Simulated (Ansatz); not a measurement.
# Solid iodine

Calculation: r²SCAN-D4 (PAW; Ansatz, a quantum-chemistry and plane-wave program).

Settings: plane-wave cutoff 560 eV, 8×8×4 k mesh (along the axes of the cell as run), Fermi–Dirac smearing 0.01 eV, scalar-relativistic PAW data made under PBE.

Cell: relaxed at this level.

```json
{
  "volume_per_atom": "42.18 Å³/atom",
  "bulk_modulus": "9.96 GPa",
  "equilibrium_lattice_constant_a": "7.513 Å",
  "lattice_parameter_b": "4.587 Å",
  "lattice_parameter_c": "9.794 Å",
  "band_gap": "1.20 eV",
  "smallest_direct_gap_on_the_k_points_sampled": "1.34 eV"
}
```

Note: the bulk modulus comes from volumes at which shape and atoms were relaxed.

Spin–orbit coupling is not included; with these elements it can move the gap by several tenths of an eV or more.

Computed values are for the static lattice.
